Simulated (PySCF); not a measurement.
Compound: C₅H₅ (charge -1).
SMILES: `C1=C[CH-]C=C1`

The closed-shell ground state was solved at several levels (PySCF, density fitting, gas phase, non-relativistic). Isolated species at its PBE0-D3(BJ)/def2-SVP geometry, gas phase. Where the HOMO energy is positive, the finite basis confines the outermost electrons. No diffuse functions stand in pcJ-1, pcSseg-1 and pcSseg-2, which bears on an anion's orbital energies.

```tsv
level	basis functions	HOMO (eV)	LUMO (eV)	gap (eV)
PBE0/def2-SVPD	140	0.04	5.61	5.57
wB97X-D/pcSseg-2	250	-1.77	6.54	8.31
B3LYP/pcJ-1	185	0.48	6.25	5.77
```

**Question.** Estimate the row for PBE0/pcSseg-1, a basis of 110 functions; the other rows only guide the guess.

**Answer.** HOMO 0.23 eV, LUMO 6.49 eV, gap 6.26 eV.

**Question.** Over all these levels, which gives the widest orbital gap and which the narrowest?

**Answer.** wB97X-D/pcSseg-2 (range-separated hybrid) has the widest, 8.31 eV, and PBE0/def2-SVPD (global hybrid, 25 % exact exchange) the narrowest, 5.57 eV. Functional and basis both differ between the two, so the spread mixes both effects.
